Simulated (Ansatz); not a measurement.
System (SMILES): [SiH4] (SiH4).
Atoms: Si1, H2, H3, H4, H5. Bonds: Si1-H2, Si1-H3, Si1-H4, Si1-H5.

How fast the optimised Si1-H2 bond length converges with the basis for several methods (Ansatz, a program for electronic structure): deviation from each method's own reference, in Å. References: B3LYP 1.4790 Å, the value in def2-QZVPPD; HF 1.4743 Å, the value in def2-QZVPPD; MP2 1.4736 Å, the value in def2-QZVPP; PBE 1.4923 Å, the value in def2-QZVPPD. Cartesian d functions, on some or all atoms, in 6-31G*, 6-311G**; all else is spherical. In correlated methods cores are frozen. No added dispersion term, no relativity. The reference of a correlated method is not its basis-set limit, which lies further on.

| basis | functions | B3LYP | HF | MP2 | PBE |
|---|---|---|---|---|---|
| 6-31G* | 27 | 0.0069 | 0.0010 | 0.0097 | 0.0060 |
| cc-pV(D+d)Z | 43 | 0.0101 | 0.0060 | 0.0075 | 0.0096 |
| 6-311G** | 51 | 0.0047 | 0.0029 | 0.0005 | 0.0044 |
| def2-TZVPP | 98 | 0.0006 | 0.0008 | 0.0006 | 0.0006 |
| def2-TZVPPD | 116 | 0.0006 | 0.0008 | 0.0007 | 0.0006 |
| aug-cc-pV(T+d)Z | 147 | 0.0003 | 0.0009 | 0.0014 | 0.0005 |
| cc-pV(Q+d)Z | 184 | -0.0009 | 0.0000 | 0.0000 | -0.0011 |
| def2-QZVPP | 190 | 0.0000 | 0.0000 | 0.0000 | 0.0000 |

Mean absolute deviation over 6-311G**, def2-TZVPP, def2-TZVPPD, aug-cc-pV(T+d)Z: MP2 0.0008, HF 0.0013, PBE 0.0015, B3LYP 0.0016 Å.
